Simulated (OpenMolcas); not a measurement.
# C2H5F (SMILES CCF): MP2/4-31G

Wanted: a geometry optimisation of C2H5F. 

The results are computed with OpenMolcas 26.06.

3 further runs of the same task are left out: 1 that didn't finish, 2 set aside as unsound or not needed.

## Step 1: Starting point

C2H5F: 8 atoms, total charge 0, spin state singlet. As SMILES, `CCF`. Geometry: relaxed at PBE0-D4/def2-TZVP. The run starts from this shape.

Bond lengths: C1–C2 1.504 Å, C2–F3 1.386 Å, C1–H4 1.093 Å, C1–H5 1.092 Å, C1–H6 1.091 Å, C2–H7 1.094 Å, C2–H8 1.094 Å. Some angles: C1–C2–F3 110.1°, C1–C2–H7 111.6°, C1–C2–H8 111.6°, F3–C2–H7 107.4°, F3–C2–H8 107.4°, C2–C1–H4 109.9°, C2–C1–H5 110.8°, C2–C1–H6 110.8°, H7–C2–H8 108.6°, H4–C1–H5 108.4°.

## Step 2: A geometry optimisation at MP2/4-31G

File mol.input:

```
&GATEWAY
  COORD
  8
  angstrom
  C       -0.431700       0.566900      -0.264600
  C        0.378400      -0.599100       0.230500
  F        1.663300      -0.186400       0.546500
  H       -1.443900       0.237400      -0.512600
  H        0.018600       0.998500      -1.160400
  H       -0.500300       1.343000       0.499800
  H        0.464000      -1.381500      -0.529800
  H       -0.056300      -1.036000       1.134800
  BASIS=4-31G
  GROUP=NoSym
>>> EXPORT MOLCAS_MAXITER=60
>>> Do While

&SEWARD

&SCF
  PRORBITALS=0

&MBPT2
  FROZEN=3
  GRDT

&SLAPAF
  THRSHLD=0.0 1e-05
  KRIGING
  HUPDATE=None
>>> EndDo
```

On the command line:

```bash
export MOLCAS_MEM=1860
pymolcas mol.input > mol.log
```

**Question.** What will come out? Wanted: total energy at the end; dipole moment; HOMO energy; LUMO energy; HOMO–LUMO gap; correlation energy.

Computed results:

At MP2/4-31G, 3 core orbitals frozen:

```
                                   quantity          value
                    total energy at the end  -178.15192 Eh
         dipole moment (mean-field density)         2.77 D
        HOMO energy (Hartree–Fock orbitals)      -13.60 eV
        LUMO energy (Hartree–Fock orbitals)        6.43 eV
      HOMO–LUMO gap (Hartree–Fock orbitals)       20.03 eV
correlation energy (3 core orbitals frozen)     -308.6 mEh
```

In words: At the final geometry: Bond lengths: C1–C2 1.521 Å, C2–F3 1.458 Å, C1–H4 1.097 Å, C1–H5 1.094 Å, C1–H6 1.094 Å, C2–H7 1.094 Å, C2–H8 1.094 Å. Some angles: C1–C2–F3 108.7°, C1–C2–H7 112.3°, C1–C2–H8 112.3°, F3–C2–H7 106.8°, F3–C2–H8 106.8°, C2–C1–H4 110.3°, C2–C1–H5 110.3°, C2–C1–H6 110.3°, H7–C2–H8 109.5°, H4–C1–H5 108.7°. The optimisation took 6 steps and changed the energy by -0.089 eV. Mulliken charges of the mean-field density run from -0.49 on C1 to +0.18 on H5.
